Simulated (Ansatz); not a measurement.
# PS2 (doublet): the correlation ladder at a displaced geometry (v1), cc-pVDZ

The task here is to estimate one member of a computed series from the others.

Program: Ansatz 0.2.0, Gaussian basis. Level of theory: cc-pVDZ, core rule «outside noble gas», up to 15 orbitals frozen. These are calculated values, not measurements.

Plan: UHF; CCSD(T) on ROHF; CCSD(T) on UHF; BCCD(T) on ROHF; CISD as a restricted active space (open shells left free, so some higher excitations enter); CCSDT(Q) on ROHF; CCSDT(Q) on UHF; CASSCF and MRCISD+Q, 13 electrons in 10 orbitals; CASSCF and NEVPT2, 13 electrons in 10 orbitals.

18 further runs of the same task are left out: 5 that didn't finish, 13 set aside as unsound or not needed. Runs told in other sessions of the task aren't counted.

### The geometry

The geometry is a PBE0/def2-TZVP stationary point (not a proven minimum) with its atoms shifted at random (size 0.040 Å).

3 atoms, charge 0, spin multiplicity 2.

Atoms are counted from 1 here; the program's logs count them from 0.

Bond lengths: S1–P2 1.915 Å, P2–S3 1.928 Å. Angles: S1–P2–S3 135.3°.

Set-up of the first run:

The input, in.yaml:

```yaml
crystal:
  periodic: [false, false, false]
  atoms:
    - {symbol: S, position_ang: [-0.015619, -0.259317, 1.772162]}
    - {symbol: P, position_ang: [-0.016452, 0.492218, 0.010607]}
    - {symbol: S, position_ang: [0.031512, -0.216150, -1.782408]}
basis:
  gaussian: {orbitals: cc-pVDZ}
magnetization: {spin_polarized: true, initial_magnetization: 1}
hamiltonian: {xc: hf}
output: {orbitals: {seedname: orbitals}}
```

Launch:

```
$ ansatz run in.yaml --threads 1 --pin off --events-out ev --progress --plain --max-ram 2393MiB
```

Steps of the session up to this table: UHF; CCSD(T) on ROHF; CCSD(T) on UHF; BCCD(T) on ROHF; CISD as a restricted active space (open shells left free, so some higher excitations enter); CCSDT(Q) on ROHF; CCSDT(Q) on UHF; CASSCF and MRCISD+Q, 13 electrons in 10 orbitals; CASSCF and NEVPT2, 13 electrons in 10 orbitals.

One table of the session follows, with a row left open; its other results are not shown here.

```
          method  from UCCSDT(Q) (kJ/mol)
            ROHF                  +1106.1
             UHF                  +1087.7
            RMP2                   +119.6
            UMP2                   +128.2
            CISD                   +200.9
           RCCSD                    +64.6
           UCCSD                    +63.6
        RCCSD(T)                     +9.5
        UCCSD(T)                     +9.9
         BCCD(T)                     +9.3
          RCCSDT                     +6.2
          UCCSDT                     +6.0
       RCCSDT(Q)                     +0.9
       UCCSDT(Q)                        0
  CASSCF valence                        ?
  NEVPT2 valence                   +150.5
  MRCISD valence                   +110.2
MRCISD+Q valence                    +12.9
```

Q: Estimate the row for CASSCF valence from the others.

**Answer.** from UCCSDT(Q) (kJ/mol): +861.2. In the column «from UCCSDT(Q) (kJ/mol)» it lies between CISD (+200.9) and UHF (+1087.7).

Limits of these values: Restricted and unrestricted rows rest on different reference determinants; a gap between their highest levels can come from leftover correlation error, from unlike frozen cores or from another state.
